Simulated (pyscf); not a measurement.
Structures and frequencies: ωB97X-D3(BJ)/def2-SVP in PySCF.

Q: For the elementary gas-phase step H₃C–Au (SMILES [CH3][Au]) + H₂ (SMILES [H][H]) -> CH₄ (SMILES C) + AuH (SMILES [AuH]) (singlet surface; Au–C, H–H broken, C–H, Au–H formed), what barrier and reaction energy does ωB97M-D3(BJ)/def2-TZVP give, measured from the separated reactants?

A: ΔE‡ = 67.7 kcal/mol, ΔE = -16.0 kcal/mol. Zero-point energy shifts the barrier by +1.5 kcal/mol. It is a four-centre exchange, with an imaginary mode of 1173i cm⁻¹. The reactants may also form a dative adduct at H₃C–Au; it and routes through it were not searched. The products may also form a dative adduct at AuH; it and routes through it were not searched. From the product side, Au• + H• + CH₄ lies, by one bond made or cut, 16.1 kcal/mol under this saddle at ωB97M-D3(BJ)/def2-TZVP. The same reactants have a lower exit, to CH₃• + Au• + H₂ (no saddle counted: cutting one bond costs +55.8 kcal/mol at ωB97M-D3(BJ)/def2-TZVP, against +67.7 kcal/mol here). One saddle was located; it need not be the lowest between these sides. A restricted solution here is unstable towards spin polarisation, so biradical character is likely and single-reference numbers are less safe. Elements past Kr carry the def2 core potentials, without spin-orbit coupling.
